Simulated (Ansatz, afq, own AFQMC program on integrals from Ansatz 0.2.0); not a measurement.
GeNH2, quartet in cc-pVDZ, levels against CCSDT(Q)

```json
{"atom": "Ge", "x (Å)": "0.0000", "y (Å)": "0.0000", "z (Å)": "0.4319"}
{"atom": "N", "x (Å)": "0.0000", "y (Å)": "0.0000", "z (Å)": "-1.8834"}
{"atom": "H", "x (Å)": "0.0000", "y (Å)": "0.8309", "z (Å)": "-2.4773"}
{"atom": "H", "x (Å)": "0.0000", "y (Å)": "-0.8309", "z (Å)": "-2.4773"}
```

Connectivity, by distances: Ge–NH2.

Basis cc-pVDZ. Noble-gas cores (and the filled d shells of Ga–Kr and In–Xe) are frozen. Ansatz 0.2.0 and our own AFQMC program on the same integrals; the CISD trial comes from CCSD amplitudes, and released means the phaseless constraint is let go. Free projection: walkers drawn from exp(T), propagated without any constraint. Its projection time is finite, and what remains of the start isn't in its error. Uncertainties: one standard error, sampling alone. No spin–orbit coupling.

Determinant: UHF, the one that the program's search chose, which needn't be the lowest solution. The geometry is a point of a scan.

No full CI on the walks' own integrals is used here; CCSDT(Q) serves as the reference and is uncertain by about the last step of the cluster series.

Cautions: no relativity below Rb; no spin-orbit coupling; inner d shell frozen; lower spins were not checked.

- T1 diagnostic: 0.0147
- weight of the determinant in the CISD state: 0.896
- ⟨S²⟩ of the determinant: 3.788
- size of the correlated space: 11 electrons in 36 orbitals

| level | correlation energy (eV) |
| --- | --- |
| MP2 | -5.1453 |
| CCSD | -6.0504 |
| CCSD(T) | -6.1733 |

Task: Estimate where free-projection AFQMC lies against CCSD(T) on the same integrals.

Result: 1.37 ± 0.40 mEh below CCSD(T).

Reference: CCSDT(Q), correlation energy -6.204 eV. The released energy is read at 2.40 1/Eh (meV from the phaseless value at times in 1/Eh: -2 ± 11 at 0.24, 3 ± 9 at 0.51, 7 ± 11 at 0.99, -6 ± 12 at 1.62, -22 ± 19 at 2.40).

| level | E − E(reference) (mEh) | share of correlation (%) |
| --- | --- | --- |
| CCSD(T) | 1.12 | 99.51 |
| CCSDT | 0.33 | 99.86 |
| ph-AFQMC/HF | 2.98 ± 2.40 | 98.69 |
| ph-AFQMC/CISD | 0.39 ± 0.38 | 99.83 |
| released AFQMC | -0.44 ± 0.71 | 100.19 |
| free AFQMC | -0.24 ± 0.40 | 100.11 |

Free projections are given only where their last times agree within the noise and don't stop above the reference; a slow remainder of the start can still hide under it. A walk keeps the symmetry of its determinant, which the program's search chose and which needn't be the lowest solution, so a lower state of the same spin and another symmetry isn't excluded. Released energies are given only where the last usable release times agree within the noise; a slower fall can still hide under it.
